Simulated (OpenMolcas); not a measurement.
# One shape, several levels: NH3 (ammonia)

Wanted: a comparison of 6 runs (B2PLYP/STO-3G, PBE/STO-3G, SVWN5/STO-3G, r2SCAN/STO-3G, CISD/STO-3G, CCSD(T)/STO-3G) of NH3 (ammonia). 

Program for the calculation: OpenMolcas 26.06.

## (1) The system as given

The species is NH3 (4 atoms), meant as a singlet with charge 0. SMILES: `N`. The N1–H4 distance was set to 2.025 Å, away from the relaxed value. At this shape a bond of the SMILES string is far longer than usual.

Bond lengths: N1–H2 1.013 Å, N1–H3 1.013 Å. Angles: H2–N1–H3 107.1°.

## (2) The energy at B2PLYP/STO-3G (run 1)

calc.input

```
>>> EXPORT MOLCAS_PRINT=2

&GATEWAY
  BasLib
  $CurrDir
  Coord
  4
  bohr
  N     -1.14653274     0.27337534     1.81985728
  H     -0.08756802    -0.76841178     3.02597498
  H     -2.69151613    -0.76863854     1.38552263
  H      0.88235092     0.66949217    -1.40066500
  Basis
  STO-3G
  Group
  NoSym

&SEWARD
  GridInput
  Grid=UltraFine
  End of Grid

&SCF
  KSDFT
  B2PLYP_SCF
  Thresholds
  1e-10 1e-07 1e-07 1e-05
  PrOrbitals
  1 1

&MBPT2
  Frozen
  1
```

The basis set STO-3G is read from a file made from the Basis Set Exchange's data (not shown).

The run is started by

```
export MOLCAS_MEM=1860
pymolcas calc.input > calc.log
```

The program printed:

```text
--- Start Module: gateway ---
[...]
--- Stop Module: gateway /rc=_RC_ALL_IS_WELL_ ---
[...]
      Basis functions            8
[...]
--- Start Module: scf ---
[...]
       Convergence after  11 Iterations
[...]
::    Total KS-DFT energy                             -55.4404299639
[...]
      Total spin, S                                     0.0000000000
[...]
      Total electronic charge=   10.000000
      Total            charge=   -0.000000
[...]
      Dipole Moment (debye):
      Origin of the operator (angstrom)=   -0.5584    0.0918    0.8863
                   X=  1.6475E-02               Y= -1.7307E+00               Z= -2.5907E-02           Total=  1.7310E+00
      Quadrupole Moment (debye*angstrom):
[...]
--- Stop Module: scf /rc=_RC_ALL_IS_WELL_ ---
[...]
--- Start Module: mbpt2 ---
[...]
 ###    WARNING: MP2 implementation intended for RHF references only         ###
 ###############################################################################
MBPT2 WARNING: Reference function according to RunFile:KS-DFT
I'll assume you know what you're doing and continue
WARNING!
Default frozen orbitals as non valence orbitals is overwritten by user input.
Default values:   1
[...]
       Reference weight ( Cref**2 )         =        0.81892
::    Total MBPT2 energy                              -55.6057603851
[...]
      Total MBPT2 calculations                           0.03      0.03
--- Stop Module: mbpt2 /rc=_RC_ALL_IS_WELL_ ---
[...]
```

It took 2.8 s on 1 thread of Arm Neoverse V2, shared host; peak memory 0.37 GiB.

## (3) The energy at PBE/STO-3G (run 2)

calc.input

```
* H3N Kohn-Sham DFT
>>> EXPORT MOLCAS_PRINT=2

&GATEWAY
 BasLib=$CurrDir
 Coord
 4
 bohr
 N     -1.14653274     0.27337534     1.81985728
 H     -0.08756802    -0.76841178     3.02597498
 H     -2.69151613    -0.76863854     1.38552263
 H      0.88235092     0.66949217    -1.40066500
 Basis=STO-3G
 Group=NoSym

&SEWARD
 GridInput
 Grid=UltraFine
 End of Grid

&SCF
 KSDFT=PBE
 Thresholds=1e-10 1e-07 1e-07 1e-05
 PrOrbitals=1 1
```

The basis set STO-3G is read from a file made from the Basis Set Exchange's data (not shown).

The run is started by

```
export MOLCAS_MEM=1860
pymolcas calc.input > calc.log
```

The program printed:

```text
--- Start Module: gateway ---
[...]
--- Stop Module: gateway /rc=_RC_ALL_IS_WELL_ ---
--- Start Module: seward ---
[...]
      Basis functions            8
--- Stop Module: seward /rc=_RC_ALL_IS_WELL_ ---
--- Start Module: scf ---
[...]
       Convergence after  16 Iterations
[...]
::    Total KS-DFT energy                             -55.5239486944
[...]
      Total spin, S                                     0.0000000000
[...]
      Total electronic charge=   10.000000
      Total            charge=   -0.000000
[...]
      Dipole Moment (debye):
      Origin of the operator (angstrom)=   -0.5584    0.0918    0.8863
                   X= -2.2921E-02               Y= -1.7042E+00               Z=  3.6624E-02           Total=  1.7047E+00
      Quadrupole Moment (debye*angstrom):
[...]
--- Stop Module: scf /rc=_RC_ALL_IS_WELL_ ---
[...]
```

Run time: 3.3 s. Hardware: 1 thread of Arm Neoverse V2, shared host; peak memory 0.37 GiB.

## (4) A single-point energy at SVWN5/STO-3G (run 3)

Edit calc.input of step 3 so:

```diff
@@ -1,3 +1,2 @@
 * H3N Kohn-Sham DFT
->>> EXPORT MOLCAS_PRINT=2
 
@@ -21,3 +20,3 @@
 &SCF
- KSDFT=PBE
+ KSDFT=SVWN5
  Thresholds=1e-10 1e-07 1e-07 1e-05
```

The basis set STO-3G is read from a file made from the Basis Set Exchange's data (not shown).

The run is started by

```
export MOLCAS_MEM=1860
pymolcas calc.input > calc.log
```

The program printed:

```text
--- Start Module: gateway ---
[...]
--- Stop Module: gateway /rc=_RC_ALL_IS_WELL_ ---
--- Start Module: seward ---
[...]
      Basis functions            8
--- Stop Module: seward /rc=_RC_ALL_IS_WELL_ ---
--- Start Module: scf ---
[...]
       Convergence after  16 Iterations
[...]
::    Total KS-DFT energy                             -55.0948865218
[...]
      Total spin, S                                     0.0000000000
[...]
      Total electronic charge=   10.000000
      Total            charge=   -0.000000
[...]
      Dipole Moment (debye):
      Origin of the operator (angstrom)=   -0.5584    0.0918    0.8863
                   X=  5.9287E-02               Y= -1.7446E+00               Z= -9.3859E-02           Total=  1.7482E+00
      Quadrupole Moment (debye*angstrom):
[...]
--- Stop Module: scf /rc=_RC_ALL_IS_WELL_ ---
[...]
```

Wall time 3.3 s (1 thread of Arm Neoverse V2, shared host); peak memory 0.37 GiB.

Runs 4 to 5 aren't shown in full; the table further down has their settings and results.

## (5) A single-point energy at CCSD(T)/STO-3G (run 6)

calc.input

```
>>> EXPORT MOLCAS_PRINT=2

&GATEWAY
  BasLib = $CurrDir
  Coord
  4
  bohr
  N     -1.14653274     0.27337534     1.81985728
  H     -0.08756802    -0.76841178     3.02597498
  H     -2.69151613    -0.76863854     1.38552263
  H      0.88235092     0.66949217    -1.40066500
  Basis = STO-3G
  Group = NoSym

&SEWARD

&SCF
  Thresholds = 1e-10 1e-07 1e-07 1e-05
  PrOrbitals = 1 1

&RASSCF
  FileOrb = $Project.ScfOrb
  Spin = 1
  Nactel = 0 0 0
  Inactive = 5
  Ras2 = 0
  OutOrbitals = Canonical
  OrbListing = Nothing

&MOTRA
  JobIph
  Frozen = 1

&CCSDT
  CCT
  Triples = 2
  Iterations = 80
  Accuracy = 1e-08
  Extrapolation = 5 4
```

The basis set STO-3G is read from a file made from the Basis Set Exchange's data (not shown).

The run is started by

```
export MOLCAS_MEM=1860
pymolcas calc.input > calc.log
```

The program printed:

```text
--- Start Module: gateway ---
[...]
--- Stop Module: gateway /rc=_RC_ALL_IS_WELL_ ---
[...]
      Basis functions            8
[...]
       Convergence after  13 Iterations
[...]
::    Total SCF energy                                -55.1785990072
[...]
      Total spin, S                                     0.0000000000
[...]
      Number of active orbitals                  0
[...]
      Spin quantum number                      0.0
[...]
      Active orbitals                            0
[...]
      Number of CSFs                             1
[...]
      Number of root(s) required                 1
[...]
      Convergence after  4 iterations
[...]
      Natural orbitals and occupation numbers for root  1
      ************************************************************************************************************************
      *                                                    Final results                                                     *
      ************************************************************************************************************************
[...]
::    RASSCF root number  1 Total energy:    -55.17859901
[...]
      Total electronic charge=   10.000000
      Total            charge=   -0.000000
[...]
      Dipole Moment (debye):
      Origin of the operator (angstrom)=   -0.5584    0.0918    0.8863
                   X=  4.8897E-02               Y= -1.7206E+00               Z= -7.7371E-02           Total=  1.7230E+00
      Quadrupole Moment (debye*angstrom):
[...]
--- Start Module: motra ---
[...]
--- Stop Module: motra /rc=_RC_ALL_IS_WELL_ ---
--- Start Module: ccsdt ---
[...]
      Convergence after                    19  Iterations
      Total energy (diff) :     -55.36412616      -0.00000000
[...]
 METHOD                       : CCSD+T(CCSD)+<T3(1)WT1> = CCSD(T)
[...]
       CCSD     =       -55.3641261635626
[...]
```

Run time: 1.9 s. Hardware: 1 thread of Arm Neoverse V2, shared host; peak memory 0.37 GiB.

## (6) The series

```tsv
run	level	frozen core orbitals	integration grid	energy (Eh)	dipole moment (D) of the reference	HOMO energy (eV)	LUMO energy (eV)	wall time
1	B2PLYP/STO-3G	1	UltraFine	-55.485069	1.73	-5.73	1.39	2.8 s
2	PBE/STO-3G	–	UltraFine	-55.523949	1.70	-2.69	-1.11	3.3 s
3	SVWN5/STO-3G	–	UltraFine	-55.094887	1.75	-2.28	-0.82	3.3 s
4	r2SCAN/STO-3G	–	UltraFine	-55.558671	1.71	-3.19	-1.14	3.9 s
5	CISD/STO-3G	1	–	-55.351595	1.72	-7.43	4.03	1.5 s
6	CCSD(T)/STO-3G	1	–	-55.364784	1.72	-7.43	4.03	1.9 s
```

## (7) Results

| quantity | value |
| --- | --- |
| run 6: total energy | -55.36478 Eh |
| run 6: dipole moment (mean-field density) | 1.72 D |
| run 6: HOMO energy (Hartree–Fock orbitals) | -7.43 eV |
| run 6: LUMO energy (Hartree–Fock orbitals) | 4.03 eV |
| run 6: HOMO–LUMO gap (Hartree–Fock orbitals) | 11.46 eV |
| run 6: correlation energy (1 core orbital frozen) | -186.2 mEh |
| run 6: (T) correction | -0.66 mEh |

What this shows: Over runs 1, 2, 3, 4 the dipole moment (its size) runs from 1.70 D (PBE/STO-3G) to 1.75 D (SVWN5/STO-3G). Over runs 1, 2, 3, 4 the HOMO–LUMO gap runs from 1.46 eV (SVWN5/STO-3G) to 7.12 eV (B2PLYP/STO-3G). A double hybrid's value is that of its SCF part. For B2PLYP the log adds the whole second-order term; the table takes 0.27 of it, as the functional is defined. Totals of different functionals can't be ranked against each other. In runs 1, 2, 3, 4, 5, 6 the basis is minimal, so the values are rough. In runs 1, 2, 3, 4, 5, 6 a closed-shell determinant meets a far-stretched bond, which it describes badly. All runs together took 17 s, the longest 3.9 s.
